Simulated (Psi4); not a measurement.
**One shape, several levels: SiH3F (SMILES F[SiH3])**

Aim: a comparison of 3 runs (DSD-PBEP86/def2-TZVPP, TPSSh/def2-TZVPP, MP3/def2-TZVPP) of SiH3F. 

The results are computed with Psi4 1.11.

1 further run of the same task is left out (set aside as unsound or not needed).

## (1) The molecule

The species is SiH3F (5 atoms), meant as a singlet with charge 0. As SMILES, `F[SiH3]`. The Si2–H3 distance was set to 3.260 Å, away from the relaxed value. At this shape a bond of the SMILES string is far longer than usual.

Bond lengths: F1–Si2 1.600 Å, Si2–H4 1.482 Å, Si2–H5 1.482 Å. Angles: F1–Si2–H4 108.3°, F1–Si2–H5 108.3°, H4–Si2–H5 110.6°.

## (2) The energy at DSD-PBEP86/def2-TZVPP (density fitting for correlation) (run 1)

Input file fh3si.inp:

```
memory 1.6 GB

molecule {
  F     -1.47638822     0.70064242     4.82566510
  Si     1.01408184     0.35652329     3.14626550
  H     -0.69504127    -0.36396125    -2.72819761
  H      2.38470020    -1.90850244     4.05768041
  H      2.59616055     2.64819416     3.43747229
  units au
  symmetry c1
  no_reorient
  no_com
}

set {
  basis                def2-TZVPP
  puream               true
  e_convergence        1e-09
  d_convergence        1e-08
  scf_type             pk
  dft_radial_points    99
  dft_spherical_points 590
  num_frozen_docc      6
}

e_tot, wfn = energy('dsd-pbep86', return_wfn=True)
```

Started as:

```bash
$ psi4 -n 1 fh3si.inp fh3si.out
```

fh3si.out:

```text
[...]
  Running in c1 symmetry.
[...]
  Nuclear repulsion =   59.412045538277532
[...]
  Multiplicity = 1
[...]
  Nalpha       = 13
  Nbeta        = 13
[...]
    Number of basis functions: 115
[...]
   @RKS iter   1:  -390.39142368965366   -6.04901e-01   3.07971e-03 ADIIS/DIIS
[...]
   @RKS iter  10:  -390.43882359687927   -1.47793e-11   6.15797e-09 DIIS
[...]
    Orbital Energies [Eh]
    ---------------------
    Doubly Occupied:
       1A    -67.958329     2A    -25.762972     3A     -5.939008
       4A     -4.130713     5A     -4.129570     6A     -4.128046
       7A     -1.488988     8A     -0.732797     9A     -0.631838
      10A     -0.626831    11A     -0.598604    12A     -0.483166
      13A     -0.287366
[...]
  @RKS Final Energy:  -390.43882359687927
   => Energetics <=
    Nuclear Repulsion Energy =             59.4120455382775319
    One-Electron Energy =                -659.3754560530719573
    Two-Electron Energy =                 218.7063889750425574
    DFT Exchange-Correlation Energy =      -9.1818020571273919
    Empirical Dispersion Energy =           0.0000000000000000
    VV10 Nonlocal Energy =                  0.0000000000000000
    Total Energy =                       -390.4388235968792742
[...]
 Multipole Moments:
 ------------------------------------------------------------------------------------
     Multipole            Electronic (a.u.)      Nuclear  (a.u.)        Total (a.u.)
 ------------------------------------------------------------------------------------
 L = 1.  Multiply by 2.5417464519 to convert [e a0] to [Debye]
 Dipole X            :         -4.3741630            5.1954713            0.8213082
 Dipole Y            :        -11.5868716           11.6728383            0.0859667
 Dipole Z            :        -91.3345712           92.2456580            0.9110868
 Magnitude           :                                                    1.2296408
[...]
```

Run time: 11 s. Hardware: 1 thread of Intel Xeon 6975P-C (Granite Rapids), shared host; peak memory 0.68 GiB.

## (3) Energy and forces at TPSSh/def2-TZVPP (run 2)

Input file fh3si.xyz:

```xyz
5
FH3Si
F     -0.781271     0.370764     2.553632
Si     0.536629     0.188664     1.664932
H     -0.367800    -0.192600    -1.443700
H      1.261929    -1.009936     2.147232
H      1.373829     1.401364     1.819032
```

Input file job.py:

```python
import psi4

psi4.set_memory('1600 MB')
psi4.set_num_threads(1)
psi4.core.set_output_file('run.log', False)

with open('fh3si.xyz') as f:
    atoms = ''.join(f.readlines()[2:])
m = psi4.geometry('0 1\n' + atoms + 'symmetry c1\nno_reorient\nno_com')

options = {'reference': 'rks', 'puream': True, 'e_convergence': 1e-09, 'd_convergence': 1e-08, 'scf_type': 'pk', 'dft_radial_points': 99, 'dft_spherical_points': 590}
psi4.set_options(options)

energy_value = psi4.gradient("tpssh/def2-TZVPP", molecule=m)
print('gradient / Eh bohr^-1')
print(energy_value.np.round(6))
```

Started as:

```bash
$ python job.py
```

run.log:

```text
[...]
  Running in c1 symmetry.
[...]
  Nuclear repulsion =   59.412045461755035
[...]
  Multiplicity = 1
[...]
  Nalpha       = 13
  Nbeta        = 13
[...]
    Number of basis functions: 115
[...]
   @RKS iter   1:  -390.97724356305417   -3.30537e-01   4.44373e-03 DIIS/ADIIS
[...]
   @RKS iter  12:  -391.09359422189732   -1.25056e-12   3.58190e-09 DIIS
[...]
    Orbital Energies [Eh]
    ---------------------
    Doubly Occupied:
       1A    -66.076768     2A    -24.628649     3A     -5.300690
       4A     -3.650067     5A     -3.648292     6A     -3.645125
       7A     -1.195709     8A     -0.564833     9A     -0.464726
      10A     -0.456990    11A     -0.443589    12A     -0.366570
      13A     -0.233485
[...]
  @RKS Final Energy:  -391.09359422189732
   => Energetics <=
    Nuclear Repulsion Energy =             59.4120454617550351
    One-Electron Energy =                -659.7168279023676405
    Two-Electron Energy =                 238.4587430433066970
    DFT Exchange-Correlation Energy =     -29.2475548245913970
    Empirical Dispersion Energy =           0.0000000000000000
    VV10 Nonlocal Energy =                  0.0000000000000000
    Total Energy =                       -391.0935942218973196
[...]
 Multipole Moments:
 ------------------------------------------------------------------------------------
     Multipole            Electronic (a.u.)      Nuclear  (a.u.)        Total (a.u.)
 ------------------------------------------------------------------------------------
 L = 1.  Multiply by 2.5417464519 to convert [e a0] to [Debye]
 Dipole X            :         -4.5202283            5.1954713            0.6752430
 Dipole Y            :        -11.6040368           11.6728383            0.0688015
 Dipole Z            :        -91.5103829           92.2456580            0.7352751
 Magnitude           :                                                    1.0006579
[...]
  -Total Gradient:
     Atom            X                  Y                   Z
    ------   -----------------  -----------------  -----------------
       1       -0.001587726889     0.000698733924     0.004600804713
       2        0.005099673032     0.001943392834     0.015974726080
       3       -0.008976580169    -0.003649586348    -0.029863016966
       4        0.002805026252     0.001785329006     0.004474064614
       5        0.002685611176    -0.000777864871     0.004822309729
[...]
```

Standard output:

```text
gradient / Eh bohr^-1
[[-0.001588  0.000699  0.004601]
 [ 0.0051    0.001943  0.015975]
 [-0.008977 -0.00365  -0.029863]
 [ 0.002805  0.001785  0.004474]
 [ 0.002686 -0.000778  0.004822]]
```

Wall time 30 s (1 thread of Intel Xeon 6975P-C (Granite Rapids), shared host); peak memory 0.68 GiB.

## (4) A single-point energy at MP3/def2-TZVPP (run 3)

Input file job.inp:

```
memory 1600 MB

molecule {
  0 1
  F     -1.47638822     0.70064242     4.82566510
  Si     1.01408184     0.35652329     3.14626550
  H     -0.69504127    -0.36396125    -2.72819761
  H      2.38470020    -1.90850244     4.05768041
  H      2.59616055     2.64819416     3.43747229
  units bohr
  symmetry c1
  no_reorient
  no_com
}

set {
  basis           def2-TZVPP
  reference       rhf
  puream          true
  e_convergence   1e-09
  d_convergence   1e-08
  scf_type        pk
  num_frozen_docc 6
  mp_type         conv
}

energy_value, wavefunction = energy("mp3", return_wfn=True)
```

Started as:

```bash
$ psi4 -i job.inp -o job.out -n 1
```

job.out:

```text
[...]
  Running in c1 symmetry.
[...]
  Nuclear repulsion =   59.412045538277532
[...]
  Multiplicity = 1
[...]
  Nalpha       = 13
  Nbeta        = 13
[...]
    Number of basis functions: 115
[...]
   @RHF iter   1:  -389.98189362048947   -7.17993e-01   2.86506e-03 ADIIS/DIIS
[...]
   @RHF iter  10:  -390.02975112291608   -3.45608e-11   8.88858e-09 DIIS
[...]
    Orbital Energies [Eh]
    ---------------------
    Doubly Occupied:
       1A    -68.905399     2A    -26.329493     3A     -6.243954
       4A     -4.350782     5A     -4.350030     6A     -4.349317
       7A     -1.626340     8A     -0.805816     9A     -0.708819
      10A     -0.702056    11A     -0.660090    12A     -0.534449
      13A     -0.305815
[...]
  @RHF Final Energy:  -390.02975112291608
   => Energetics <=
    Nuclear Repulsion Energy =             59.4120455382775319
    One-Electron Energy =                -659.1388744612147548
    Two-Electron Energy =                 209.6970778000210771
    Total Energy =                       -390.0297511229161387
[...]
 Multipole Moments:
 ------------------------------------------------------------------------------------
     Multipole            Electronic (a.u.)      Nuclear  (a.u.)        Total (a.u.)
 ------------------------------------------------------------------------------------
 L = 1.  Multiply by 2.5417464519 to convert [e a0] to [Debye]
 Dipole X            :         -4.2969438            5.1954713            0.8985274
 Dipole Y            :        -11.5673278           11.6728383            0.1055105
 Dipole Z            :        -91.1647278           92.2456580            1.0809302
 Magnitude           :                                                    1.4095723
[...]
	SCS-MP2 Total Energy (a.u.)        :  -390.44180449730925
	SOS-MP2 Total Energy (a.u.)        :  -390.44575829457966
[...]
	SOS-PI-MP2 Total Energy (a.u.)     :  -390.47775884624610
[...]
	MP2 Total Energy (a.u.)            :  -390.43389690276842
[...]
	SCS-MP3 Total Energy (a.u.)        :  -390.44793538933800
[...]
	MP3 Total Energy (a.u.)            :  -390.45842047088337
[...]
```

It took 15 s on 1 thread of Intel Xeon 6975P-C (Granite Rapids), shared host; peak memory 1.4 GiB.

## (5) Overview of the runs

```tsv
run	level	task	fitting correlation	energy (Eh)	HOMO energy (eV)	LUMO energy (eV)	HOMO–LUMO gap (eV)	wall time
1	DSD-PBEP86/def2-TZVPP (density fitting for correlation)	energy	density fitting	-390.657939	-7.82	-2.25	5.57	11 s
2	TPSSh/def2-TZVPP	gradient	–	-391.093594	-6.35	-4.26	2.09	30 s
3	MP3/def2-TZVPP	energy	none	-390.458420	-8.32	-1.06	7.26	15 s
```

## (6) Outcome

```
                                          quantity          value
                               run 3: total energy  -390.45842 Eh
        run 3: HOMO energy (Hartree–Fock orbitals)       -8.32 eV
        run 3: LUMO energy (Hartree–Fock orbitals)       -1.06 eV
      run 3: HOMO–LUMO gap (Hartree–Fock orbitals)        7.26 eV
run 3: correlation energy (6 core orbitals frozen)     -428.7 mEh
```

In words: Totals of different functionals can't be ranked against each other. In runs 1, 2, 3 a closed-shell determinant meets a far-stretched bond, which it describes badly. All runs together took 56 s, the longest 30 s.
